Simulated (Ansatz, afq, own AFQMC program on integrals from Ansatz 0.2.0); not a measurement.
**ScH2O⁺, singlet: AFQMC among the cluster methods**

| atom | x (Å) | y (Å) | z (Å) |
| --- | --- | --- | --- |
| Sc | 0.0000 | 0.0000 | 0.5646 |
| O | 0.0000 | 0.0000 | -1.3454 |
| H | 0.0000 | 0.7836 | -1.9133 |
| H | 0.0000 | -0.7836 | -1.9133 |

Connectivity, by distances: Sc–OH2.

Basis def2-TZVP. Only valence electrons are correlated. AFQMC by an in-house program on the Cholesky factors that Ansatz 0.2.0 writes for its CCSD(T) run. ph-AFQMC/CISD is guided by a CISD state made of CCSD amplitudes; releasing the constraint for a short imaginary time cuts its bias at the price of noise, slowly where states lie close. Free AFQMC starts from the CCSD state and is never constrained. Its projection time is finite, and what remains of the start isn't in its error. ± is one standard error of the sampling. The metal's outer-core s and p shells are frozen, which shifts wave-function levels against functionals.

Determinant: RHF, the one that the program's search chose, which needn't be the lowest solution. The geometry is a point of a scan.

No full CI on the walks' own integrals is used here; CCSDT(Q) serves as the reference and is uncertain by about the last step of the cluster series.

Cautions: no relativity below Rb; outer-core shells of the metal frozen; higher spins were not checked; restricted determinant unstable towards unrestricted (UHF 781 meV lower, ⟨S²⟩ 1.00); the ph-AFQMC/HF walk drifts between its halves (2.1 errors); CCSDT(Q) on the UHF determinant differs (168 meV lower), perhaps since the unrestricted series falls towards higher spin.

* T1 diagnostic: 0.0216
* weight of the determinant in the CISD state: 0.855
* size of the correlated space: 10 electrons in 78 orbitals

Reference: CCSDT(Q), correlation energy -8.470 eV. The released energy is read at 2.00 1/Eh, later times being too noisy (meV from the phaseless value at times in 1/Eh: 1 ± 4 at 0.60, 0 ± 4 at 1.20, 4 ± 8 at 2.00, -2 ± 14 at 3.00, 8 ± 22 at 4.20).

| level | E − E(reference) (kJ/mol) | share of correlation (%) |
| --- | --- | --- |
| HF | 817.2 | 0.00 |
| MP2 | 72.4 | 91.14 |
| CCSD | 25.6 | 96.86 |
| CCSD(T) | 2.0 | 99.76 |
| CCSDT | 1.3 | 99.85 |
| ph-AFQMC/HF | -14.1 ± 2.8 | 101.73 |
| ph-AFQMC/CISD | -0.1 ± 0.3 | 100.01 |
| released AFQMC | 0.4 ± 0.8 | 99.96 |
| free AFQMC | 1.0 ± 0.6 | 99.88 |

Free projections are given only where their last times agree within the noise and don't stop above the reference; a slow remainder of the start can still hide under it. A walk keeps the symmetry of its determinant, which the program's search chose and which needn't be the lowest solution, so a lower state of the same spin and another symmetry isn't excluded. Released energies are given only where the last usable release times agree within the noise; a slower fall can still hide under it.
